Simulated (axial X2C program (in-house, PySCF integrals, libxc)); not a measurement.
## Nuclear properties of NaP⁺

Calculated with an in-house all-electron X2C program for linear molecules (integrals from PySCF): two-component X2C with atomic mean-field Coulomb and Gaunt terms, Gaussian nuclei, basis P dyall-v3z, Na dyall-cv3z with contracted cores.

R = 3.043 Å (near the PBE0 minimum at charge 1 of the determinant lowest at the starting distance; the state shown can have its own minimum elsewhere).

Determinant lowest in the PBE0 search, Ω = 3/2 (⟨Sz⟩ = 1.50, ⟨Lz⟩ = 0.00 at PBE0), spin on the atoms P 1.45, Na 0.05:

```tsv
level	Eeff magnitude (GV/cm)	Ws magnitude P (kHz)	A∥/gI P (MHz)	qzz P (a.u.)	A∥/gI Na (MHz)	qzz Na (a.u.)
PBE0	0.115	0.0285	-66.8	0.28	21.1	-0.05
HF	0.134	0.0335	-43.9	0.22	14.6	-0.05
PBE50	0.12	0.0297	-60	0.26	18	-0.05
PBE	0.11	0.0271	-72	0.30	25.5	-0.05
BHandHLYP	0.119	0.0289	-22.1	0.28	22.4	-0.05
```

Determinant 1.38 eV from it at PBE0 and this distance, Ω = 1/2 (⟨Sz⟩ = -0.50, ⟨Lz⟩ = 1.00 at PBE0), spin on the atoms P -0.50, Na 0.00:

```json
{"level": "PBE0", "Eeff magnitude (GV/cm)": "0.00142", "Ws magnitude P (kHz)": "0.0002", "Ws magnitude Na (kHz)": "0.000813", "A∥/gI P (MHz)": "949", "qzz P (a.u.)": "-4.04", "A∥/gI Na (MHz)": "13.9", "qzz Na (a.u.)": "-0.12"}
{"level": "HF", "Eeff magnitude (GV/cm)": "0.019", "Ws magnitude P (kHz)": "0.0139", "Ws magnitude Na (kHz)": "0.000712", "A∥/gI P (MHz)": "934", "qzz P (a.u.)": "-4.07", "A∥/gI Na (MHz)": "11.8", "qzz Na (a.u.)": "-0.13"}
{"level": "PBE50", "Eeff magnitude (GV/cm)": "0.016", "Ws magnitude P (kHz)": "0.0137", "Ws magnitude Na (kHz)": "0.00117", "A∥/gI P (MHz)": "807", "qzz P (a.u.)": "-3.89", "A∥/gI Na (MHz)": "13.6", "qzz Na (a.u.)": "-0.12"}
{"level": "PBE", "Eeff magnitude (GV/cm)": "0.00359", "Ws magnitude P (kHz)": "0.00188", "Ws magnitude Na (kHz)": "0.000824", "A∥/gI P (MHz)": "980", "qzz P (a.u.)": "-4.02", "A∥/gI Na (MHz)": "17.3", "qzz Na (a.u.)": "-0.11"}
{"level": "BHandHLYP", "Eeff magnitude (GV/cm)": "0.126", "Ws magnitude P (kHz)": "0.0964", "Ws magnitude Na (kHz)": "0.00139", "A∥/gI P (MHz)": "963", "qzz P (a.u.)": "-2.30", "A∥/gI Na (MHz)": "30.3", "qzz Na (a.u.)": "-0.09"}
```

Eeff is the effective electric field on the electron electric dipole moment in this Ω state and Ws the scalar–pseudoscalar constant of the nucleus named (defined with the proton number Z and per Ω); A∥ (defined per Ω) follows by multiplying with gI = μI/(I μN); qzz is the electric field gradient, eQq0 = 234.96 MHz × Q/barn × qzz. The operators were transformed with the bare-nucleus X2C matrices; with these basis sets, hyperfine constants and field gradients can be off by tens of per cent, and where levels differ in sign neither size nor sign is settled.

**Question.** With gI(23Na) = 1.4783 (g factors from the IAEA table of nuclear moments by Stone), turn the PBE0 values of the first state into constants in MHz.

**Answer.** A∥(23Na) = 21.1 × 1.4783 = 31.2 MHz.

Each state is one determinant with collinear spin, which with several unpaired electrons need not be a pure state. Unrestricted Hartree–Fock can overshoot spin polarisation at the nuclei. In the state Ω = 1/2 the sign of Eeff differs between levels (PBE50 against PBE0). This is the top spin component of a Σ state; components of lower Ω are not single determinants and can lie lower. With several open shells hyperfine constants can be off by a factor of several. Where Eeff spreads by more than a factor of two the levels disagree and none is to be relied on. The search compared states at one distance, so a state with another bond length can lie lower. The sign of Ws at P differs between levels in the second state. Further determinants of the search, some of them spin-mixed, are not shown. Where a field gradient or hyperfine factor spreads by more than a factor of two over the levels, a constant derived from it is not to be relied on. PBE0 term energies can be off by some tenths of an eV.
